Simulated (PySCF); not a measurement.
Molecule: methyl propyl ketone (SMILES CCCC(C)=O).

Atom-mapped SMILES (the numbers label the heavy atoms): `[CH3:1][CH2:2][CH2:3][C:4]([CH3:5])=[O:6]`. Each H is labelled by its parent atom.

Geometry PBE0-D3(BJ)/def2-SVP throughout; GIAO in PySCF 2.14, gas phase, one conformer, non-relativistic; equivalent atoms averaged; basis pcSseg-1.

For orientation, HF gives these absolute shieldings σ: C3 149.6, C5 161.8, C2 174.2, C1 175.9, O6 -334.9, H(C5) 29.60, H(C3) 29.92, H(C2) 30.25, H(C1) 30.72 ppm.

A run gave: C3 137.9, C5 153.2, C2 164.3, C1 168.1, O6 -329.6, H(C5) 29.30, H(C3) 29.30, H(C2) 29.95, H(C1) 30.45 ppm (absolute shieldings σ).

Problem. Which functional was used in that run?
A. PBE0
B. B97-2
C. mPW1PW91
D. wB97X-D

Solution. B. O6 tells them apart best: B97-2 gives -329.6, wB97X-D gives -344.6, mPW1PW91 gives -348.4, PBE0 gives -348.6 ppm.
